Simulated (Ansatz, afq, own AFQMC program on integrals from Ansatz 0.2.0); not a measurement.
## Where AFQMC and coupled cluster stand for BH₂⁺, singlet

```xyz
3

B     0.0000    0.0000    0.4903
H     0.0000    0.0000   -2.1597
H     0.0000    0.0000    1.6695
```

Basis cc-pVDZ. Noble-gas cores (and the filled d shells of Ga–Kr and In–Xe) are frozen. Ansatz 0.2.0 and our own AFQMC program on the same integrals; the CISD trial comes from CCSD amplitudes, and released means the phaseless constraint is let go. Uncertainties: one standard error, sampling alone.

Determinant: UHF, the one that the program's search chose, which needn't be the lowest solution. The geometry is a point of a scan.

Full CI on the same integrals is exact in this basis and with this determinant's frozen core.

Cautions: strong correlation (T1 0.110, weight of the determinant 0.71, largest double 0.42); unrestricted determinant spin contaminated (⟨S²⟩ 0.89 against 0.00); the CCSDT(Q) amplitudes may be one of several solutions (largest double 0.62); the released energies are still falling, so no released level is given (meV from the phaseless value at times in 1/Eh: 2.8 ± 2.2 at 0.24, -0.8 ± 1.7 at 0.51, -4.5 ± 2.2 at 0.99, -5.6 ± 1.9 at 1.62, -12.7 ± 2.2 at 2.40); the ph-AFQMC/CISD walk drifts between its halves (2.2 errors).

```
T1 diagnostic                               : 0.1105
weight of the determinant in the CISD state : 0.711
⟨S²⟩ of the determinant                     : 0.895
size of the correlated space                : 4 electrons in 23 orbitals
```

```csv
level,correlation energy (eV)
MP2,-0.9004
CCSD,-1.5240
CCSD(T),-1.5884
```

(1) Estimate where full CI lies against CCSD(T) on the same integrals.

(1) 7.1 kJ/mol below CCSD(T).

Reference: full CI, correlation energy -1.662 eV. The cautions show a poor starting determinant, so the rows tell how each method copes with it here, and full CI is the sure value.

| level | E − E(reference) (kJ/mol) | share of correlation (%) |
| --- | --- | --- |
| CCSD(T) | 7.1 | 95.56 |
| CCSDT | 0.7 | 99.59 |
| CCSDT(Q) | 0.1 | 99.96 |
| ph-AFQMC/CISD | 2.5 ± 0.3 | 98.44 |

CCSDT and higher add their correlation energy to the determinant of the CCSD(T) run, since their own runs factorise the integrals more tightly (a shift of under 2 meV). A walk keeps the symmetry of its determinant, which the program's search chose and which needn't be the lowest solution, so a lower state of the same spin and another symmetry isn't excluded.
